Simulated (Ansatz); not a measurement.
**BeSiH (quartet): from Hartree-Fock to the top rungs, def2-TZVPP**

An exercise on one series of results from a longer session: the logs are not shown, and one member is left open.

Computed with Ansatz 0.2.0, Gaussian basis. Level: def2-TZVPP, core rule «outside noble gas», up to 6 orbitals frozen.

Plan: UHF; ROHF; CCSD(T) on UHF.

**The geometry**

The geometry is a PBE0/def2-TZVP stationary point (not a proven minimum).

3 atoms, charge 0, spin multiplicity 4.

Atoms are counted from 1 here; the program's logs count them from 0.

Bond lengths: Si1–Be2 2.079 Å, Si1–H3 1.489 Å. Angles: Be2–Si1–H3 180.0°.

Set-up of the first run:

File in.yaml:

```yaml
crystal:
  periodic: [false, false, false]
  atoms:
    - {symbol: Si, position_ang: [0.000000, 0.000000, 0.196700]}
    - {symbol: Be, position_ang: [0.000000, 0.000000, -1.882500]}
    - {symbol: H, position_ang: [0.000000, 0.000000, 1.685800]}
basis:
  gaussian: {orbitals: def2-TZVPP}
magnetization: {spin_polarized: true, initial_magnetization: 3}
hamiltonian: {xc: hf}
output: {orbitals: {seedname: orbitals}}
```

The run is started by

```console
ansatz run in.yaml --threads 1 --pin off --events-out ev --progress --plain --max-ram 2560MiB --backend cpu
```

Among the steps run: UHF; ROHF; CCSD(T) on UHF.

One table of the session follows, with a row left open; its other results are not shown here.

| method | from UCCSD(T) (kcal/mol) |
| --- | --- |
| ROHF | +88.61 |
| UHF | +84.13 |
| UMP2 | ? |
| UCCSD | +3.54 |
| UCCSD(T) | 0 |

**Question.** Estimate the row for UMP2.

**Answer.** from UCCSD(T) (kcal/mol): +20.16. In the column «from UCCSD(T) (kcal/mol)» it lies between UCCSD (+3.54) and UHF (+84.13).
